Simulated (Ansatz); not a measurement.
A nudged elastic band was laid between two geometries of CH3FS (6 atoms, charge 0, multiplicity 1).

Theory: RKS PBE0-D4/def2-mTZVP in Ansatz 0.2.0.

```
movable images  : 4
climbing image  : no
spring          : 5.0 eV/Å²
optimiser       : quadratic models (default)
start path      : IDPP
force threshold : 0.03 eV/Å
iteration limit : 60
end points      : relaxed
```

Image 0:

```xyz
6
Properties=species:S:1:pos:R:3
F 0.658 0.102 -1.382
C -0.017 -0.397 -0.290
S -0.803 0.888 0.700
H 0.690 -0.971 0.309
H -0.820 -1.045 -0.644
H 0.334 1.360 1.260
```

Image 5:

```xyz
6
Properties=species:S:1:pos:R:3
F 0.914 0.037 -1.234
C 0.116 -0.430 -0.212
S 0.082 0.670 1.215
H 0.523 -1.378 0.141
H -0.887 -0.580 -0.611
H -0.706 1.616 0.655
```

What changes between the two ends?

No bond is made or broken. The dihedral F1–C2–S3–H6 goes from -74 to 74°. The two ends are copies of one structure, up to a mirror image or an exchange of like atoms.

What energy profile does the band end with?

The forces met the threshold. The highest image is number 2 of 0 to 5, 0.175 eV above the ends, which have the same energy within 2 meV. No image climbed, so the highest image needn't sit at the top of the path.

| image | path coordinate (Å) | energy (eV) | dihedral F1–C2–S3–H6 (°) |
| --- | --- | --- | --- |
| 0 | 0.00 | 0.000 | -74 |
| 1 | 0.45 | 0.062 | -46 |
| 2 | 0.90 | 0.175 | -16 |
| 3 | 1.35 | 0.175 | 16 |
| 4 | 1.80 | 0.061 | 46 |
| 5 | 2.25 | 0.000 | 74 |

What is the geometry of the highest image?


```xyz
6
Properties=species:S:1:pos:R:3
F 0.861 0.210 -1.059
C -0.017 -0.455 -0.241
S -0.704 0.670 1.035
H 0.513 -1.286 0.224
H -0.848 -0.821 -0.844
H 0.236 1.618 0.838
```

Run time: 30 s on 1 thread of Intel(R) Xeon(R) 6975P-C (Granite Rapids), on a shared host, peak memory 0.13 GiB.
